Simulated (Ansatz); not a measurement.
in.yaml

```yaml
crystal:
  periodic: [false, false, false]
  atoms:
    - {symbol: Cl, position_ang: [0.000000, 0.000000, 0.000000]}
    - {symbol: H, position_ang: [0.000000, 0.000000, 3.603000]}
basis:
  gaussian: {orbitals: "6-31G*", fitting: {mean_field: def2-universal-jkfit}}
total_charge: 1
magnetization: {spin_polarized: false, initial_magnetization: 1}
correlation: {method: ccsdt, electrons: all}
scf: {omitted_lower_state_checks: [cluster_reference]}
output: {forces: true}
```

```sh
$ ansatz run in.yaml --threads 1 --pin off --events-out ev --progress --plain --max-ram 2393MiB
```

Log:

```
these checks for a lower state are left out or cut short: cluster_reference
146 factors; integrals over basis functions are off by at most 2.1e-1 eV
mean field evaluation 1: about -12501.4304 eV, gradient 1.6e1 eV
mean field evaluation 2: about -12499.6066 eV, gradient 2.2e1 eV
mean field evaluation 4: about -12502.1550 eV, gradient 4.7e0 eV
mean field evaluation 8: about -12502.1550 eV, gradient 4.7e0 eV
mean field evaluation 16: about -12502.3842 eV, gradient 1.4e-5 eV
mean field evaluation 32: about -12502.0395 eV, gradient 1.8e0 eV
mean field evaluation 64: about -12501.1320 eV, gradient 1.2e1 eV
mean field -12502.38421014 eV, -459.4541453023 hartree, gradient 5.3e-6 eV, S^2 0.750000; 13 other end points of the search recorded, 0 dependent functions left out
reference -12502.38421014 eV, -459.4541453023 hartree; 9, 8 occupied and 12, 13 virtual orbitals, 146 factors
second order -3.35288860 eV of doubles, -0.07698231 eV of singles
cycle   1  -3.56925086 eV  change   -1.4e-1 eV  update   2.3e-1
cycle   2  -3.78528663 eV  change   -2.2e-1 eV  update   3.7e-1
cycle   3  -3.66001959 eV  change    1.3e-1 eV  update   1.0e-1
...
cycle   9  -3.49307736 eV  change    1.5e-7 eV  update   1.0e-6
cycle  10  -3.49307655 eV  change    8.1e-7 eV  update   1.0e-6
cycle  11  -3.49307608 eV  change    4.7e-7 eV  update   1.0e-6
cycle  12  -3.49307480 eV  change    1.3e-6 eV  update   9.0e-7
cycle  13  -3.49307093 eV  change    3.9e-6 eV  update   7.7e-7
cycle  14  -3.49307071 eV  change    2.2e-7 eV  update   8.7e-7
cycle  15  -3.49307077 eV  change   -5.9e-8 eV  update   4.6e-7
cycle  16  -3.49307073 eV  change    4.0e-8 eV  update   2.1e-7
cycle  17  -3.49307080 eV  change   -6.9e-8 eV  update   1.5e-7
cycle  18  -3.49307081 eV  change   -8.3e-9 eV  update   7.0e-8
WARN: the results are in doubt because among natural orbitals full CI differs from the method by -0.972 eV
the calculation of the forces begins
Total energy: -12505.87728095 eV, -459.5825132868 hartree
Atom 0 at     0.000000     0.000000     0.000000 Å, force    -0.000000     0.000000    -0.009992 eV/Å
Atom 1 at     0.000000     0.000000     3.603000 Å, force     0.000000    -0.000000     0.009992 eV/Å
Dipole moment:    -0.000000     0.000000     2.812696 e Å
In doubt: among natural orbitals full CI differs from the method by -0.972 eV
Checks for a lower state left out: cluster_reference
```

Forces (eV/Å):
```
Cl   0.000  0.000 -0.010
H    0.000  0.000  0.010
```

The T1 diagnostic is 0.080.

Ran on 1 thread of Arm Neoverse V1, shared host: 63 s wall, 0.36 GiB peak host memory.
